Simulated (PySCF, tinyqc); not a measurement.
G0W0 on RHF in the sto-6g basis, for CH2, spin multiplicity 1, step by step. The lowest restricted solution is unstable here: a spin-polarised one lies 0.0357 hartree lower (PySCF). One step of it, computed by the program tinyqc.

Question. Screening: direct RPA. With D = e_a - e_i and K = (ia|jb): diagonalise D^(1/2) (D + 4K) D^(1/2) = Z w^2 Z^T; X + Y = D^(1/2) Z w^(-1/2), each column of Z with its largest component positive (the first on a tie); E_c = (sum w - tr (D + 2K)) / 2.

orbital energies (hartree): MO1 -11.148707, MO2 -0.855876, MO3 -0.542506, MO4 -0.305527, MO5 0.221590, MO6 0.690768, MO7 0.779588

Two-electron integrals over orbitals (pq|rs), unique and non-zero (hartree):
```
(11|11) 3.519658    (21|11) -0.290605   (21|21) 0.039308    (22|11) 0.723016
(22|21) -0.006142   (22|22) 0.564407    (31|11) 0.013989    (31|21) -0.001428
(31|22) 0.002002    (31|31) 0.008049    (32|11) 0.000529    (32|21) 0.001011
(32|22) 0.017583    (32|31) 0.013584    (32|32) 0.145760    (33|11) 0.623579
(33|21) -0.002033   (33|22) 0.528137    (33|31) -0.001038   (33|32) -0.011339
(33|33) 0.540640    (41|11) 0.177411    (41|21) -0.019963   (41|22) 0.016814
(41|31) 0.001183    (41|32) -0.000133   (41|33) 0.006830    (41|41) 0.029264
(42|11) -0.077119   (42|21) 0.008127    (42|22) 0.035057    (42|31) -0.000352
(42|32) -0.000330   (42|33) 0.021761    (42|41) 0.011983    (42|42) 0.068868
(43|11) 0.010273    (43|21) -0.000710   (43|22) 0.001469    (43|31) -0.003132
(43|32) 0.016492    (43|33) -0.002011   (43|41) -0.000714   (43|42) -0.003563
(43|43) 0.031466    (44|11) 0.821177    (44|21) -0.014268   (44|22) 0.497055
(44|31) 0.000354    (44|32) -0.000054   (44|33) 0.475339    (44|41) -0.012462
(44|42) -0.079382   (44|43) 0.008259    (44|44) 0.683817    (51|51) 0.022202
(52|51) 0.022907    (52|52) 0.087803    (53|51) -0.001156   (53|52) -0.003065
(53|53) 0.021382    (54|51) -0.013792   (54|52) -0.039438   (54|53) 0.002436
(54|54) 0.054204    (55|11) 0.853297    (55|21) -0.008771   (55|22) 0.546319
(55|31) 0.000376    (55|32) 0.000831    (55|33) 0.495092    (55|41) 0.004668
(55|42) -0.038597   (55|43) 0.005539    (55|44) 0.588071    (55|55) 0.673218
(61|11) 0.206767    (61|21) -0.030177   (61|22) -0.000088   (61|31) 0.008323
(61|32) 0.010459    (61|33) -0.001926   (61|41) 0.006640    (61|42) -0.012944
(61|43) -0.002117   (61|44) 0.018221    (61|55) 0.004929    (61|61) 0.034161
(62|11) -0.213369   (62|21) 0.005227    (62|22) -0.069510   (62|31) 0.004104
(62|32) 0.001276    (62|33) -0.025627   (62|41) -0.013025   (62|42) -0.001900
(62|43) -0.017055   (62|44) -0.064504   (62|55) -0.104084   (62|61) 0.004867
(62|62) 0.081483    (63|11) 0.142818    (63|21) -0.003582   (63|22) 0.034497
(63|31) -0.001490   (63|32) 0.056180    (63|33) 0.011359    (63|41) -0.000157
(63|42) -0.029745   (63|43) 0.024119    (63|44) 0.070341    (63|55) 0.070960
(63|61) 0.001870    (63|62) -0.054729   (63|63) 0.096968    (64|11) -0.078735
(64|21) -0.001019   (64|22) -0.029342   (64|31) -0.004923   (64|32) -0.037873
(64|33) -0.000883   (64|41) -0.002171   (64|42) 0.005293    (64|43) 0.005921
(64|44) -0.047784   (64|55) -0.037343   (64|61) -0.002187   (64|62) 0.028400
(64|63) -0.034782   (64|64) 0.039668    (65|51) -0.014680   (65|52) -0.048064
(65|53) 0.012209    (65|54) 0.013681    (65|65) 0.039516    (66|11) 0.728850
(66|21) -0.007230   (66|22) 0.534314    (66|31) -0.007830   (66|32) -0.098855
(66|33) 0.538361    (66|41) 0.018113    (66|42) 0.038329    (66|43) -0.026416
(66|44) 0.480700    (66|55) 0.517106    (66|61) -0.008531   (66|62) -0.038864
(66|63) -0.043421   (66|64) 0.009289    (66|66) 0.651122    (71|11) 0.135498
(71|21) -0.020613   (71|22) -0.002605   (71|31) -0.010607   (71|32) -0.017291
(71|33) 0.001023    (71|41) 0.004572    (71|42) -0.007824   (71|43) 0.005372
(71|44) 0.011630    (71|55) 0.003115    (71|61) 0.008059    (71|62) -0.005311
(71|63) 0.004239    (71|64) 0.008111    (71|66) 0.009558    (71|71) 0.028563
(72|11) -0.149002   (72|21) 0.003404    (72|22) -0.042958   (72|31) -0.007035
(72|32) 0.010988    (72|33) -0.017258   (72|41) -0.007981   (72|42) 0.004567
(72|43) 0.026455    (72|44) -0.048086   (72|55) -0.071435   (72|61) -0.005536
(72|62) 0.023492    (72|63) 0.011912    (72|64) 0.023524    (72|66) -0.056264
(72|71) 0.009217    (72|72) 0.071242    (73|11) -0.200482   (73|21) 0.005277
(73|22) -0.028787   (73|31) -0.000519   (73|32) 0.035881    (73|33) -0.024194
(73|41) 0.001811    (73|42) 0.048298    (73|43) 0.006530    (73|44) -0.103466
(73|55) -0.096462   (73|61) -0.005788   (73|62) 0.037758    (73|63) -0.020431
(73|64) 0.015082    (73|66) -0.046461   (73|71) -0.003007   (73|72) 0.056356
(73|73) 0.100717    (74|11) -0.043883   (74|21) -0.000189   (74|22) -0.007759
(74|31) 0.008115    (74|32) 0.060485    (74|33) -0.008814   (74|41) -0.001554
(74|42) 0.000428    (74|43) -0.013130   (74|44) -0.026279   (74|55) -0.019821
(74|61) 0.008330    (74|62) 0.023978    (74|63) 0.013528    (74|64) -0.016032
(74|66) -0.047231   (74|71) -0.010230   (74|72) 0.007479    (74|73) 0.030108
(74|74) 0.053151    (75|51) -0.009658   (75|52) -0.032334   (75|53) -0.013886
(75|54) 0.009547    (75|65) 0.011764    (75|75) 0.029374    (76|11) -0.010648
(76|21) 0.001323    (76|22) 0.019229    (76|31) 0.004060    (76|32) 0.048802
(76|33) -0.006741   (76|41) 0.009170    (76|42) 0.028809    (76|43) 0.010477
(76|44) -0.030658   (76|55) -0.005182   (76|61) -0.001923   (76|62) -0.014578
(76|63) 0.014952    (76|64) -0.015583   (76|66) -0.028111   (76|71) -0.008281
(76|72) 0.008719    (76|73) 0.038631    (76|74) 0.015915    (76|76) 0.041713
(77|11) 0.757765    (77|21) -0.007965   (77|22) 0.549076    (77|31) 0.008984
(77|32) 0.104324    (77|33) 0.524408    (77|41) 0.009694    (77|42) 0.010153
(77|43) 0.025785    (77|44) 0.515885    (77|55) 0.531360    (77|61) 0.010115
(77|62) -0.053306   (77|63) 0.085064    (77|64) -0.038733   (77|66) 0.460003
(77|71) -0.008640   (77|72) -0.002525   (77|73) -0.001832   (77|74) 0.031334
(77|76) 0.040281    (77|77) 0.651158
```

Give: D^(1/2) (D + 4K) D^(1/2); excitation energies w; X + Y; RPA correlation energy.

Answer.

D^(1/2) (D + 4K) D^(1/2) (hartree^2):
```
         1>5      1>6      1>7     2>5     2>6     2>7     3>5     3>6
1>5  130.293    0.000    0.000   0.321   0.000   0.000  -0.014   0.000
1>6    0.000  141.791    0.383   0.000   0.083  -0.097   0.000   0.029
1>7    0.000    0.383  143.647   0.000  -0.091   0.163   0.000   0.065
2>5    0.321    0.000    0.000   1.539   0.000   0.000  -0.011   0.000
2>6    0.000    0.083   -0.091   0.000   2.896   0.149   0.000  -0.302
2>7    0.000   -0.097    0.163   0.000   0.149   3.141   0.000   0.068
3>5   -0.014    0.000    0.000  -0.011   0.000   0.000   0.649   0.000
3>6    0.000    0.029    0.065   0.000  -0.302   0.068   0.000   1.999
3>7    0.000   -0.092   -0.048   0.000   0.216   0.331   0.000  -0.104
4>5   -0.135    0.000    0.000  -0.119   0.000   0.000   0.006   0.000
4>6    0.000   -0.030    0.112   0.000   0.141   0.120   0.000  -0.154
4>7    0.000    0.119   -0.147   0.000   0.124   0.040   0.000   0.063

        3>7     4>5     4>6     4>7
1>5   0.000  -0.135   0.000   0.000
1>6  -0.092   0.000  -0.030   0.119
1>7  -0.048   0.000   0.112  -0.147
2>5   0.000  -0.119   0.000   0.000
2>6   0.216   0.000   0.141   0.124
2>7   0.331   0.000   0.120   0.040
3>5   0.000   0.006   0.000   0.000
3>6  -0.104   0.000  -0.154   0.063
3>7   2.281   0.000   0.069   0.144
4>5   0.000   0.392   0.000   0.000
4>6   0.069   0.000   1.151  -0.067
4>7   0.144   0.000  -0.067   1.408
```

excitation energies w (hartree): [0.616, 0.806, 1.047, 1.173, 1.245, 1.388, 1.467, 1.712, 1.842, 11.415, 11.904, 11.988]

X + Y:
```
          1      2       3       4       5       6       7       8
1>5   0.003  0.000   0.000   0.000  -0.008   0.000   0.000   0.000
1>6   0.000  0.000   0.000  -0.003   0.000  -0.002   0.001  -0.002
1>7   0.000  0.000  -0.002   0.003   0.000   0.001   0.002   0.003
2>5   0.134  0.017   0.000   0.000   0.925   0.000   0.000   0.000
2>6   0.000  0.000  -0.073  -0.094   0.000   0.274  -0.292   0.735
2>7   0.000  0.000  -0.066   0.043   0.000  -0.128  -0.271  -0.540
3>5  -0.021  0.974   0.000   0.000  -0.010   0.000   0.000   0.000
3>6   0.000  0.000   0.137  -0.220   0.000   0.853  -0.124  -0.255
3>7   0.000  0.000  -0.053  -0.162   0.000   0.154   0.862   0.032
4>5   0.920  0.014   0.000   0.000  -0.066   0.000   0.000   0.000
4>6   0.000  0.000   0.937  -0.192   0.000  -0.132   0.005   0.038
4>7   0.000  0.000   0.236   0.902   0.000   0.199   0.089   0.030

          9     10      11     12
1>5   0.000  0.998   0.000  0.000
1>6   0.001  0.000   0.978  0.193
1>7  -0.001  0.000  -0.195  0.978
2>5   0.000  0.001   0.000  0.000
2>6   0.452  0.000   0.000  0.000
2>7   0.736  0.000   0.000  0.000
3>5   0.000  0.000   0.000  0.000
3>6  -0.084  0.000   0.000  0.000
3>7   0.298  0.000   0.000  0.000
4>5   0.000  0.000   0.000  0.000
4>6   0.065  0.000   0.000  0.000
4>7   0.051  0.000   0.000  0.000
```

RPA correlation energy = -0.05247 hartree
